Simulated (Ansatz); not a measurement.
# CH₂F radical (SMILES [CH2]F): single points off equilibrium

One table from this session's results is given with a row withheld; the runs are named, their logs left out.

Computed with Ansatz 0.2.0, Gaussian basis. Level: single points in def2-TZVPP.

Cores are frozen in the correlated methods. Orbitals are unrestricted.

### Where the work starts

SMILES `[CH2]F`, 4 atoms, charge 0, spin multiplicity 2.

Atoms are counted from 1 here; the program's logs count them from 0.

Bond lengths: C1–F2 1.366 Å, C1–H3 1.042 Å, C1–H4 1.029 Å. Angles: F2–C1–H3 113.1°, F2–C1–H4 114.3°, H3–C1–H4 131.1°.

Coordinates:

```
C    -0.0574   -0.0600   -0.0966
F     0.9794    0.6940    0.3749
H    -0.8984    0.5064   -0.3368
H     0.0582   -1.0727    0.0414
```

The first run:

run/in.yaml

```yaml
crystal:
  periodic: [false, false, false]
  atoms:
    - {symbol: C, position_ang: [-0.057400, -0.060000, -0.096600]}
    - {symbol: F, position_ang: [0.979400, 0.694000, 0.374900]}
    - {symbol: H, position_ang: [-0.898400, 0.506400, -0.336800]}
    - {symbol: H, position_ang: [0.058200, -1.072700, 0.041400]}
basis:
  gaussian: {orbitals: def2-TZVPP}
magnetization: {spin_polarized: true, initial_magnetization: 1}
correlation: {method: ccsd_t}
scf: {omitted_lower_state_checks: [cluster_reference]}
output: {forces: true}
```

The command line of these runs was not kept.

Steps of the session up to this table: CCSD(T)/def2-TZVPP; PBE0-D4/def2-TZVPP; wB97M-V/def2-TZVPP; r2SCAN-D4/def2-TZVPP; PBE-D4/def2-TZVPP; revPBE-D4/def2-TZVPP; B97M-V/def2-TZVPP.

One table of the session follows, with a row left open; its other results are not shown here.

```
   method  RMS force component (eV/Å)  angle to CCSD(T) forces (°)  dipole (D)
  CCSD(T)                       1.064                    reference        1.48
  PBE0-D4                           ?                            ?           ?
  wB97M-V                       1.073                          2.6        1.43
r2SCAN-D4                       1.068                          2.5        1.40
   PBE-D4                       1.128                          8.4        1.28
revPBE-D4                       1.096                         12.4        1.27
   B97M-V                       1.038                          5.8        1.37
```

Estimate the missing values for PBE0-D4.

**Answer.** RMS force component (eV/Å): 1.184; angle to CCSD(T) forces (°): 4.5; dipole (D): 1.45. In the column «RMS force component (eV/Å)» it is the highest.
